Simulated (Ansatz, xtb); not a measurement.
# Ligand exchange: HCl + MgH(SH) → H2S + MgHCl

Gas-phase species: HCl (hydrogen chloride), singlet; MgH(SH), singlet; H2S `S`, singlet; MgHCl `[MgH][Cl]`, singlet. The partners trade Cl for SH: H–Cl and Mg–SH bonds give way to H–SH and Mg–Cl.

Shapes, held fixed at every level: PBE0-D4/def2-TZVP. Programs: Ansatz 0.2.0, xtb 6.7.1. The zero-point and thermal change to 298 K, harmonic and unscaled (PBE0-D4/def2-TZVP), is +2.5 kJ/mol.

| level | kind | ΔH(298 K) (kJ/mol) | less CCSD(T)/def2-TZVPP |
| --- | --- | --- | --- |
| GFN1-xTB | semi-empirical | -70.8 | -4.6 |
| r2SCAN-D4/def2-TZVPP | meta-GGA | -68.9 | -2.7 |
| wB97X-V/def2-TZVPP | range-separated hybrid | -70.8 | -4.6 |
| B2PLYP/def2-TZVPP | double hybrid | -69.9 | -3.7 |
| MP2/def2-SVP | perturbation theory | -73.9 | -7.7 |
| MP2/def2-TZVPP | perturbation theory | -66.8 | -0.6 |
| CCSD(T)/def2-SVP | coupled cluster or CI | -73.7 | -7.5 |
| CCSD/def2-TZVPP | coupled cluster or CI | -68.3 | -2.1 |
| CCSD(T)/def2-TZVPP | coupled cluster or CI | -66.2 | 0.0 |

The highest level, CCSD(T)/def2-TZVPP, gives ΔH(298 K) = -66.2 kJ/mol; the levels span -73.9 to -66.2. The column of differences is taken from that level and isn't an error. No measured value is set beside it here. Outer-core shells of Mg are correlated, in sets that cover them unevenly. Sets without diffuse functions underbind ionic bonds of s-block metals.
